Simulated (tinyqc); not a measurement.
Hueckel theory of the pi electrons, for the molecule C=N[CH2+] (SMILES; centres numbered as the heavy atoms are written), step by step. One step of it, computed by the program tinyqc.

Problem. Energy, charges, bond orders. E = sum n x; q_r = z_r - P_rr; bond order p = P_rs; free valence = sqrt(3) - sum of p over the bonds of the atom.

x values: 1.686141  0.000000  -1.186141

occupations: 2.000000  0.000000  0.000000

charge and bond-order matrix P, lower triangle:
```
          1C        2N        3C
1C  0.412961
2N  0.696311  1.174078
3C  0.412961  0.696311  0.412961
```

Centres:
```
centre  z_r, pi electrons of the neutral centre         h
1C                                            1  0.000000
2N                                            1  0.500000
3C                                            1  0.000000
```

Bonds:
```
i  j         k
1  2         1
2  3  1.000000
```

Give: pi energy = 2 alpha + this times beta; pi charges; Bond orders and lengths from R = 1.517 - 0.180 p; free valence of the carbons; gap between the highest filled and the next level.

Solution.

pi energy = 2 alpha + this times beta = 3.3723

pi charges: 1C 0.5870, 2N -0.1741, 3C 0.5870

Bond orders and lengths from R = 1.517 - 0.180 p (angstrom, C-C alone):
```
bond       p  R
1-2   0.6963  -
2-3   0.6963  -
```

free valence of the carbons: 1C 1.0357, 3C 1.0357

gap between the highest filled and the next level = 1.6861 |beta|
